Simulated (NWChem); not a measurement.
System: water (H₂O); SMILES O

Program: NWChem. All runs use the structure optimised with B3LYP/6-31G* (spherical d). Ions are spin-unrestricted doublets at the neutral geometry; other ion states weren't tried.

For level PBE/def2-SVP:

```
Quantity       Value
-------------  -----
−ε(HOMO) (eV)   6.20
```

Problem. Estimate the same quantities for level B3LYP/def2-SVP.

Solution. 
| Property | Result |
|---|---|
| −ε(HOMO) (eV) | 7.93 |
